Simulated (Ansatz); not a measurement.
Mulliken charges of AlS (`[Al]=[S]`) radical from ωB97M-V/def2-TZVPP in Ansatz (PBE0-D4/def2-TZVP geometry).

```json
{"atom": "Al1", "x (Å)": "-0.863", "y (Å)": "0.309", "z (Å)": "-0.437", "charge (e)": "0.265"}
{"atom": "S2", "x (Å)": "0.863", "y (Å)": "-0.309", "z (Å)": "0.437", "charge (e)": "-0.265"}
```

Task: By hand: the dipole of these point charges (1 e Å = 4.8032 D).

Result: Σ q r = (-0.457, 0.164, -0.232) e Å, of length 0.538 e Å = 2.58 D.

Task: How does the dipole of the full density compare? (Estimate.)

Result: Ansatz gave: (-0.718, 0.257, -0.364) e Å, 4.06 D; the point charges give 0.64 times that, at 0° from its direction.

Point charges leave out the atoms' own dipoles, such as those of lone pairs, and Mulliken's split depends on the basis, so the two needn't agree.
